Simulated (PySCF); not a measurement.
Homolysis of single bonds, series vinyl-X. Gas-phase values, no solvent. One relaxed conformer stands for each flexible species; it need not be the lowest. Strings in code marks are SMILES.

The highest occupied spin orbital from two functionals at the same geometries (CAM-B3LYP-D3(BJ)/def2-TZVP), both in PySCF: PBE-D3(BJ)/def2-TZVP and TPSSh-D3(BJ)/def2-TZVP. 

```json
[
 {"species": "radical fragment (`[CH3]`)", "TPSSh-D3(BJ)/def2-TZVP (eV)": "-6.06"},
 {"species": "radical fragment (`[OH]`)", "TPSSh-D3(BJ)/def2-TZVP (eV)": "-8.09"},
 {"species": "radical fragment (`C[O]`)", "TPSSh-D3(BJ)/def2-TZVP (eV)": "-6.85"},
 {"species": "radical fragment (`C=C[O]`)", "TPSSh-D3(BJ)/def2-TZVP (eV)": "-6.69"},
 {"species": "radical fragment (`[NH2]`)", "TPSSh-D3(BJ)/def2-TZVP (eV)": "-7.81"},
 {"species": "radical fragment (`C[N]C`)", "TPSSh-D3(BJ)/def2-TZVP (eV)": "-6.36"},
 {"species": "radical fragment (`[C](=O)O` (O–C–O–H torsion 0°))", "TPSSh-D3(BJ)/def2-TZVP (eV)": "-6.38"},
 {"species": "radical fragment (`[SiH3]`)", "TPSSh-D3(BJ)/def2-TZVP (eV)": "-5.88"},
 {"species": "radical fragment (`[C]#C`)", "TPSSh-D3(BJ)/def2-TZVP (eV)": "-7.89"},
 {"species": "radical fragment (`[BH2]`)", "TPSSh-D3(BJ)/def2-TZVP (eV)": "-5.54"}
]
```

What does PBE-D3(BJ)/def2-TZVP give for each?


- radical fragment (`[CH3]`): -5.38
- radical fragment (`[OH]`): -7.16
- radical fragment (`C[O]`): -5.92
- radical fragment (`C=C[O]`): -5.91
- radical fragment (`[NH2]`): -7.03
- radical fragment (`C[N]C`): -5.52
- radical fragment (`[C](=O)O` (O–C–O–H torsion 0°)): -5.57
- radical fragment (`[SiH3]`): -5.32
- radical fragment (`[C]#C`): -7.36
- radical fragment (`[BH2]`): -4.91
Over these rows, drawn at random from the members with no instability flagged (it was tested for open shells, ions and some series alone), PBE minus TPSSh-D3(BJ): mean +0.74 eV, from +0.53 eV to +0.93 eV.
